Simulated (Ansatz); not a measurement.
We consider 1T (CdI2-type) HfS2, described by PBE-D4 (PAW; Ansatz, a first-principles code).

Run with plane-wave cutoff 520 eV, 12×12×6 k mesh (along the axes of the cell as run), scalar-relativistic PAW data made under PBE.

Cell (relaxed at this level):

```xyz
3
Lattice="3.6162 0.0000 0.0000 -1.8081 3.1317 0.0000 0.0000 0.0000 5.8615" Properties=species:S:1:pos:R:3 pbc="T T T"
Hf     0.0000     0.0000     0.0000
S      0.0000     2.0878     1.4537
S      1.8081     1.0439     4.4077
```

**Question.** Predict the elastic constant C66, elastic constant C13, Young modulus, elastic constant C44, elastic constant C11, elastic constant C12 and elastic constant C33.

**Answer.** 
* **elastic constant C66**: 57.8 GPa
* **elastic constant C13**: 6.43 GPa
* **Young modulus**: 61.3 GPa
* **elastic constant C44**: 9.36 GPa
* **elastic constant C11**: 142 GPa
* **elastic constant C12**: 25.9 GPa
* **elastic constant C33**: 34.2 GPa

Measured, for comparison: elastic constant C33 39.4 GPa (temperature not stated, not corrected to a static lattice; as tabulated in Björkman et al. (2012), arXiv:1206.3542). Computed (rounded) less measured: elastic constant C33 -13 %.

Note: the dispersion coefficients are held fixed in the derivatives.

Elastic constants are with the ions relaxed.

Spin–orbit coupling is not included.

The computed numbers hold no vibrational or temperature effects.

Cost on a shared machine: about 15 core-minutes (a rough figure).
